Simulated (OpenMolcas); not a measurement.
**HCl (SMILES Cl): levels of theory compared**

Wanted: a comparison of 5 runs (B3LYP/6-31G*, PBE0/def2-SVP, PBE0/pcseg-2, MP2/6-31G*, CCSD[T]/jul-cc-pV(D+d)Z) of HCl. 

The calculation is run with OpenMolcas 26.06.

4 further runs of the same task are left out: 2 that didn't finish, 2 set aside as unsound or not needed.

## (1) The molecule

HCl: 2 atoms, total charge 0, spin state singlet. SMILES: `Cl`. The shape is that of a PBE0-D4/def2-TZVP optimisation.

Bond lengths: Cl1–H2 1.279 Å.

## (2) Energy and forces at B3LYP/6-31G(d) (Cartesian functions) (run 1)

The input, test.inp:

```
&GATEWAY
  BasLib=$CurrDir
  Coord
  2
  angstrom
  Cl       0.546000      -0.178500       0.280800
  H       -0.546000       0.178500      -0.280800
  Basis=6-31Gs
  Group=NoSym

&SEWARD
  GridInput
  Grid=UltraFine
  End of Grid

&SCF
  KSDFT=B3LYP
  Thresholds=1e-10 1e-07 1e-07 1e-05
  PrOrbitals=1 1

&ALASKA
```

The basis set 6-31G* is read from a file made from the Basis Set Exchange's data (not shown).

Started as:

```
$ export MOLCAS_MEM=1860
$ pymolcas test.inp > test.log
```

Log:

```text
--- Start Module: gateway ---
[...]
--- Stop Module: gateway /rc=_RC_ALL_IS_WELL_ ---
[...]
      Basis functions           21
[...]
--- Start Module: scf ---
[...]
       Convergence after   9 Iterations
[...]
::    Total KS-DFT energy                            -460.7956301474
[...]
      Total spin, S                                     0.0000000000
[...]
      Total electronic charge=   18.000000
      Total            charge=   -0.000000
[...]
      Dipole Moment (debye):
      Origin of the operator (angstrom)=    0.5154   -0.1685    0.2651
                   X= -1.2493E+00               Y=  4.0842E-01               Z= -6.4249E-01           Total=  1.4630E+00
      Quadrupole Moment (debye*angstrom):
[...]
--- Stop Module: scf /rc=_RC_ALL_IS_WELL_ ---
[...]
--- Start Module: alaska ---
[...]
 *              Molecular gradients               *
 **************************************************
  Irreducible representation: a
 ------------------------------------------------------------------------------------------
                              X                       Y                       Z
 ------------------------------------------------------------------------------------------
  CL1              -5.72166935796048E-03    1.87054575166257E-03   -2.94257281261912E-03
  H2                5.72166935795959E-03   -1.87054575166257E-03    2.94257281261956E-03
 ------------------------------------------------------------------------------------------
--- Stop Module: alaska /rc=_RC_ALL_IS_WELL_ ---
[...]
```

It took 5.4 s on 1 thread of Intel Xeon Platinum 8259CL at 2.50GHz (Skylake/Cascade Lake), shared host; peak memory 0.37 GiB.

## (3) Energy and forces at PBE0/def2-SVP (run 2)

The input, job.input:

```
>>> EXPORT MOLCAS_PRINT=2

&gateway
  baslib=$CurrDir
  coord
  2
  angstrom
  Cl       0.546000      -0.178500       0.280800
  H       -0.546000       0.178500      -0.280800
  basis=def2-SVP
  group=NoSym

&seward
  gridinput
  Grid=UltraFine
  End of Grid

&scf
  ksdft=PBE0
  thresholds=1e-10 1e-07 1e-07 1e-05
  prorbitals=1 2

&alaska
```

The basis set def2-SVP is read from a file made from the Basis Set Exchange's data (not shown).

Started as:

```
$ export MOLCAS_MEM=1860
$ pymolcas job.input > job.log
```

Log:

```text
--- Start Module: gateway ---
[...]
--- Stop Module: gateway /rc=_RC_ALL_IS_WELL_ ---
[...]
      Basis functions           23
[...]
--- Start Module: scf ---
[...]
       Convergence after   9 Iterations
[...]
::    Total KS-DFT energy                            -460.5020773932
[...]
      Total spin, S                                     0.0000000000
[...]
      Total electronic charge=   18.000000
      Total            charge=   -0.000000
[...]
      Dipole Moment (debye):
      Origin of the operator (angstrom)=    0.5154   -0.1685    0.2651
                   X= -1.1712E+00               Y=  3.8289E-01               Z= -6.0233E-01           Total=  1.3715E+00
      Quadrupole Moment (debye*angstrom):
[...]
--- Stop Module: scf /rc=_RC_ALL_IS_WELL_ ---
[...]
--- Start Module: alaska ---
[...]
 *              Molecular gradients               *
 **************************************************
  Irreducible representation: a
 ------------------------------------------------------------------------------------------
                              X                       Y                       Z
 ------------------------------------------------------------------------------------------
  CL1              -3.49563811524245E-03    1.14280476844253E-03   -1.79775674500826E-03
  H2                3.49563811524245E-03   -1.14280476844253E-03    1.79775674500782E-03
 ------------------------------------------------------------------------------------------
--- Stop Module: alaska /rc=_RC_ALL_IS_WELL_ ---
[...]
```

Run time: 4.5 s. Hardware: 1 thread of Intel Xeon Platinum 8259CL at 2.50GHz (Skylake/Cascade Lake), shared host; peak memory 0.37 GiB.

Runs 3 to 4 aren't shown in full; the table further down has their settings and results.

## (4) The energy at CCSD[T]/jul-cc-pV(D+d)Z (run 5)

The input, job.inp:

```
>>> EXPORT MOLCAS_PRINT=2
&gateway
baslib=$CurrDir
coord
2
angstrom
Cl       0.546000      -0.178500       0.280800
H       -0.546000       0.178500      -0.280800
basis=jul-cc-pVDpdZ
group=NoSym
&seward
&scf
prorbitals=1 1
&rasscf
fileorb=$Project.ScfOrb
spin=1
nactel=0 0 0
inactive=9
ras2=0
outorbitals=Canonical
orblisting=NoCore
&motra
jobiph
frozen=5
&ccsdt
cct
triples=1
iterations=50
extrapolation=5 4
```

The basis set jul-cc-pV(D+d)Z is read from a file made from the Basis Set Exchange's data (not shown).

Started as:

```
$ export MOLCAS_MEM=1860
$ pymolcas job.inp > job.log
```

Log:

```text
--- Start Module: gateway ---
[...]
--- Stop Module: gateway /rc=_RC_ALL_IS_WELL_ ---
[...]
      Basis functions           37
[...]
       Convergence after   9 Iterations
[...]
::    Total SCF energy                               -460.0944700479
[...]
      Total spin, S                                     0.0000000000
[...]
      Number of active orbitals                  0
[...]
      Spin quantum number                      0.0
[...]
      Active orbitals                            0
[...]
      Number of CSFs                             1
[...]
      Number of root(s) required                 1
[...]
      Convergence after  4 iterations
[...]
      Natural orbitals and occupation numbers for root  1
      ************************************************************************************************************************
      *                                                    Final results                                                     *
      ************************************************************************************************************************
[...]
::    RASSCF root number  1 Total energy:   -460.09447005
[...]
      Total electronic charge=   18.000000
      Total            charge=   -0.000000
[...]
      Dipole Moment (debye):
      Origin of the operator (angstrom)=    0.5154   -0.1685    0.2651
                   X= -1.0690E+00               Y=  3.4948E-01               Z= -5.4977E-01           Total=  1.2519E+00
      Quadrupole Moment (debye*angstrom):
[...]
--- Start Module: motra ---
[...]
      *** WARNING: Default frozen orbitals is overwritten by user input.
      *** Default values:   5
[...]
--- Stop Module: motra /rc=_RC_ALL_IS_WELL_ ---
--- Start Module: ccsdt ---
[...]
      Convergence after                     8  Iterations
      Total energy (diff) :    -460.27433021       0.00000003
[...]
       CCSD     =      -460.2743302126013
[...]
--- Stop Module: ccsdt /rc=_RC_ALL_IS_WELL_ ---
[...]
```

Run time: 3.6 s. Hardware: 1 thread of Intel Xeon Platinum 8259CL at 2.50GHz (Skylake/Cascade Lake), shared host; peak memory 0.37 GiB.

## (5) The series

```csv
run,level,Cartesian functions,task,energy (Eh),dipole moment (D) of the reference,HOMO energy (eV),LUMO energy (eV),wall time
1,B3LYP/6-31G* (Cartesian functions),yes,gradient,-460.795630,1.46,-9.03,0.38,5.4 s
2,PBE0/def2-SVP,no,gradient,-460.502077,1.37,-9.03,0.95,4.5 s
3,PBE0/pcseg-2,no,gradient,-460.673515,1.28,-9.47,0.13,7.5 s
4,MP2/6-31G* (spherical functions),no,energy,-460.188939,1.51,-12.93,4.50,2.7 s
5,CCSD[T]/jul-cc-pV(D+d)Z,no,energy,-460.278676,1.25,-12.98,3.02,3.6 s
```

## (6) Outcome

| quantity | value |
| --- | --- |
| run 5: total energy | -460.27868 Eh |
| run 5: dipole moment (mean-field density) | 1.25 D |
| run 5: HOMO energy (Hartree–Fock orbitals) | -12.98 eV |
| run 5: LUMO energy (Hartree–Fock orbitals) | 3.02 eV |
| run 5: HOMO–LUMO gap (Hartree–Fock orbitals) | 16.00 eV |
| run 5: correlation energy (5 core orbitals frozen) | -184.2 mEh |

Over runs 1, 2, 3 the dipole moment (its size) runs from 1.28 D (PBE0/pcseg-2) to 1.46 D (B3LYP/6-31G*). The two ends differ in method and basis. Over runs 1, 2, 3 the HOMO–LUMO gap runs from 9.40 eV (B3LYP/6-31G*) to 9.98 eV (PBE0/def2-SVP). Totals of different functionals can't be ranked against each other. All runs together took 24 s, the longest 7.5 s.
